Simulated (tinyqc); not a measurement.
Worked calculation (part 2 of 2): RKS/LDA (VWN5) in the sto-3g basis, for H2F+, spin multiplicity 1. Computed by tinyqc, a small Python program that keeps every step (integrals from PySCF). Command: `OMP_NUM_THREADS=1 python tinyqc.py 21076 21077 out.jsonl` (the two numbers bound the seeds that draw the settings). One thread of a shared host (Intel(R) Xeon(R) Processor @ 2.60GHz), about 0.8 s of CPU time with the checks.

Geometry (angstrom):
```
atom         x          y         z
F     0.000000   0.000000  0.000000
H     0.000000   1.031000  0.661000
H     0.000000  -1.031000  0.661000
```

## Iteration 2: diagonalisation and new density

Kohn-Sham matrix F (hartree):
```
             1F 1s      1F 2s     1F 2px     1F 2py     1F 2pz      2H 1s      3H 1s
1F 1s   -26.188150  -6.713887   0.000000   0.000000   0.001427  -0.677349  -0.677349
1F 2s    -6.713887  -4.017720   0.000000   0.000000   0.029166  -0.776267  -0.776267
1F 2px    0.000000   0.000000  -1.661103   0.000000   0.000000   0.000000   0.000000
1F 2py    0.000000   0.000000   0.000000  -1.745807   0.000000  -0.354745   0.354745
1F 2pz    0.001427   0.029166   0.000000   0.000000  -1.747286  -0.220913  -0.220913
2H 1s    -0.677349  -0.776267   0.000000  -0.354745  -0.220913  -0.546347  -0.176065
3H 1s    -0.677349  -0.776267   0.000000   0.354745  -0.220913  -0.176065  -0.546347
```

X:
```
            1F 1s      1F 2s    1F 2px     1F 2py     1F 2pz      2H 1s      3H 1s
1F 1s    1.023085  -0.130410  0.000000   0.000000  -0.003212   0.013690   0.013690
1F 2s   -0.130410   1.082966  0.000000   0.000000   0.028004  -0.143531  -0.143531
1F 2px   0.000000   0.000000  1.000000   0.000000   0.000000   0.000000   0.000000
1F 2py   0.000000   0.000000  0.000000   1.035268   0.000000  -0.115398   0.115398
1F 2pz  -0.003212   0.028004  0.000000   0.000000   1.012899  -0.066389  -0.066389
2H 1s    0.013690  -0.143531  0.000000  -0.115398  -0.066389   1.056616  -0.040747
3H 1s    0.013690  -0.143531  0.000000   0.115398  -0.066389  -0.040747   1.056616
```

Diagonalise F' = X^T F X, C = X C', fill 5 alpha and 5 beta electrons from the bottom; D = 2 C_occ C_occ^T. Each column has its largest component positive (the first on a tie).

F' = X^T F X (hartree):
```
            1          2          3          4          5          6          7
1  -25.720634  -3.339763   0.000000   0.000000  -0.017991  -0.051575  -0.051575
2   -3.339763  -2.854911   0.000000   0.000000   0.054122  -0.251653  -0.251653
3    0.000000   0.000000  -1.661103   0.000000   0.000000   0.000000   0.000000
4    0.000000   0.000000   0.000000  -1.711462   0.000000  -0.157004   0.157004
5   -0.017991   0.054122   0.000000   0.000000  -1.734971  -0.089122  -0.089122
6   -0.051575  -0.251653   0.000000  -0.157004  -0.089122  -0.360222  -0.047520
7   -0.051575  -0.251653   0.000000   0.157004  -0.089122  -0.047520  -0.360222
```

orbital energies (hartree): MO1 -26.199042, MO2 -2.436473, MO3 -1.746024, MO4 -1.745861, MO5 -1.661103, MO6 -0.336720, MO7 -0.278303

coefficients C:
```
              MO1        MO2        MO3        MO4       MO5        MO6        MO7
1F 1s    0.994363  -0.267489  -0.011217   0.000000  0.000000   0.060497   0.000000
1F 2s    0.023403   1.040092   0.043251   0.000000  0.000000  -0.384186   0.000000
1F 2px   0.000000   0.000000   0.000000   0.000000  1.000000   0.000000   0.000000
1F 2py   0.000000   0.000000   0.000000   0.998077  0.000000   0.000000  -0.319775
1F 2pz   0.000786  -0.037745   0.998409   0.000000  0.000000  -0.193204   0.000000
2H 1s   -0.003398  -0.021554   0.002510   0.004762  0.000000   0.735329   0.784472
3H 1s   -0.003398  -0.021554   0.002510  -0.004762  0.000000   0.735329  -0.784472
```

D after iteration 2:
```
            1F 1s      1F 2s    1F 2px     1F 2py     1F 2pz      2H 1s      3H 1s
1F 1s    2.120869  -0.510854  0.000000   0.000000  -0.000643   0.004717   0.004717
1F 2s   -0.510854   2.168418  0.000000   0.000000   0.007885  -0.044779  -0.044779
1F 2px   0.000000   0.000000  2.000000   0.000000   0.000000   0.000000   0.000000
1F 2py   0.000000   0.000000  0.000000   1.992316   0.000000   0.009506  -0.009506
1F 2pz  -0.000643   0.007885  0.000000   0.000000   1.996491   0.006635   0.006635
2H 1s    0.004717  -0.044779  0.000000   0.009506   0.006635   0.001010   0.000920
3H 1s    0.004717  -0.044779  0.000000  -0.009506   0.006635   0.000920   0.001010
```

## Iteration 10 (converged): orbitals

converged F (hartree):
```
             1F 1s      1F 2s     1F 2px     1F 2py     1F 2pz      2H 1s      3H 1s
1F 1s   -24.347436  -6.305898   0.000000   0.000000  -0.014391  -0.636875  -0.636875
1F 2s    -6.305898  -2.955448   0.000000   0.000000  -0.100480  -0.615562  -0.615562
1F 2px    0.000000   0.000000  -0.609733   0.000000   0.000000   0.000000   0.000000
1F 2py    0.000000   0.000000   0.000000  -0.702451   0.000000  -0.276095   0.276095
1F 2pz   -0.014391  -0.100480   0.000000   0.000000  -0.656114  -0.194620  -0.194620
2H 1s    -0.636875  -0.615562   0.000000  -0.276095  -0.194620  -0.638699  -0.154901
3H 1s    -0.636875  -0.615562   0.000000   0.276095  -0.194620  -0.154901  -0.638699
```

As before.

F' = X^T F X (hartree):
```
            1          2          3          4          5          6          7
1  -23.883661  -3.276959   0.000000   0.000000  -0.020592  -0.047389  -0.047389
2   -3.276959  -1.800135   0.000000   0.000000  -0.057835  -0.209173  -0.209173
3    0.000000   0.000000  -0.609733   0.000000   0.000000   0.000000   0.000000
4    0.000000   0.000000   0.000000  -0.633821   0.000000  -0.175830   0.175830
5   -0.020592  -0.057835   0.000000   0.000000  -0.630803  -0.108121  -0.108121
6   -0.047389  -0.209173   0.000000  -0.175830  -0.108121  -0.497620  -0.036170
7   -0.047389  -0.209173   0.000000   0.175830  -0.108121  -0.036170  -0.497620
```

orbital energies (hartree): MO1 -24.360201, MO2 -1.427440, MO3 -0.810808, MO4 -0.685740, MO5 -0.609733, MO6 -0.375010, MO7 -0.284462

coefficients C:
```
              MO1        MO2        MO3        MO4       MO5        MO6        MO7
1F 1s    0.993770  -0.255308   0.000000   0.072482  0.000000   0.077973   0.000000
1F 2s    0.025791   0.963238   0.000000  -0.335788  0.000000  -0.436535   0.000000
1F 2px   0.000000   0.000000   0.000000   0.000000  1.000000   0.000000   0.000000
1F 2py   0.000000   0.000000   0.748803   0.000000  0.000000   0.000000   0.733286
1F 2pz   0.001673   0.123295   0.000000   0.843511  0.000000  -0.555749   0.000000
2H 1s   -0.003888   0.085443   0.355942   0.270282  0.000000   0.678840  -0.699089
3H 1s   -0.003888   0.085443  -0.355942   0.270282  0.000000   0.678840   0.699089
```

D after iteration 10:
```
            1F 1s      1F 2s    1F 2px     1F 2py     1F 2pz      2H 1s      3H 1s
1F 1s    2.116029  -0.489262  0.000000   0.000000   0.062648  -0.012175  -0.012175
1F 2s   -0.489262   2.082491  0.000000   0.000000  -0.328871  -0.017111  -0.017111
1F 2px   0.000000   0.000000  2.000000   0.000000   0.000000   0.000000   0.000000
1F 2py   0.000000   0.000000  0.000000   1.121412   0.000000   0.533061  -0.533061
1F 2pz   0.062648  -0.328871  0.000000   0.000000   1.453431   0.477028   0.477028
2H 1s   -0.012175  -0.017111  0.000000   0.533061   0.477028   0.414125  -0.092654
3H 1s   -0.012175  -0.017111  0.000000  -0.533061   0.477028  -0.092654   0.414125
```

## Convergence

Stop when the energy changes by less than 1e-10 hartree and every element of the error matrix X^T (F D S - S D F) X is below 3e-06.

Course of the cycle:
```
iteration   E (hartree)     change  largest element of the error matrix
1          -97.56139032          -                             4.01e-01
2          -96.67544699   8.86e-01                             9.89e-01
3          -97.84751605  -1.17e+00                             4.41e-01
4          -96.86390128   9.84e-01                             9.70e-01
5          -98.51083737  -1.65e+00                             2.78e-02
6          -98.51156897  -7.32e-04                             8.43e-03
7          -98.51162779  -5.88e-05                             4.50e-03
8          -98.51165178  -2.40e-05                             1.57e-03
9          -98.51165500  -3.22e-06                             4.25e-06
10         -98.51165500  -2.06e-11                             1.13e-08
```

PySCF RKS in the same basis, fine grid = -98.51493895 hartree

Converged in 10 iterations. The coarse grid moves the energy by +3.28e-03 hartree.

## Populations, bond orders and dipole

overlap S:
```
           1F 1s     1F 2s    1F 2px     1F 2py    1F 2pz     2H 1s      3H 1s
1F 1s   1.000000  0.237990  0.000000   0.000000  0.000000  0.023760   0.023760
1F 2s   0.237990  1.000000  0.000000   0.000000  0.000000  0.271387   0.271387
1F 2px  0.000000  0.000000  1.000000   0.000000  0.000000  0.000000   0.000000
1F 2py  0.000000  0.000000  0.000000   1.000000  0.000000  0.199946  -0.199946
1F 2pz  0.000000  0.000000  0.000000   0.000000  1.000000  0.128190   0.128190
2H 1s   0.023760  0.271387  0.000000   0.199946  0.128190  1.000000   0.107590
3H 1s   0.023760  0.271387  0.000000  -0.199946  0.128190  0.107590   1.000000
```

Mulliken: Z minus the diagonal of D S on the atom; Loewdin: the same with S^(1/2) D S^(1/2); Mayer order: 2 sum_s sum (D(s) S)_ij (D(s) S)_ji over the two atoms.

Charges (e):
```
atom  Mulliken   Loewdin
1F    0.133914  0.205980
2H    0.433043  0.397010
3H    0.433043  0.397010
```

Mayer bond orders:
```
pair     order
2-1   0.802779
3-1   0.802779
3-2   0.009695
```

dipole moment about the origin, x y z (debye): 0.000000  0.000000  3.121586
